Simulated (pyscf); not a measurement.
Single points on ωB97X-D3(BJ)/def2-SVP structures (PySCF, gas phase).

Q: What is the homolytic dissociation enthalpy (298 K, ωB97M-D3(BJ)/def2-TZVP) of the Si–Ti bond of H₃Si–Ti(Cl)(Cl)–Cl, to SiH₃• + [Cl–Ti(Cl)–Cl]•?

A: Si–Ti to SiH₃• + [Cl–Ti(Cl)–Cl]•: 1.54 eV. The 7 functionals that were run give +1.22 (M06-2X) to +1.82 eV (ωB97X-D3(BJ)). The radicals are drawn with the spin at the cut bond; how far it spreads was not checked. Open-shell species with a d-block atom are single-reference here; other states, and whether the spin sits on metal or ligand, were not checked.
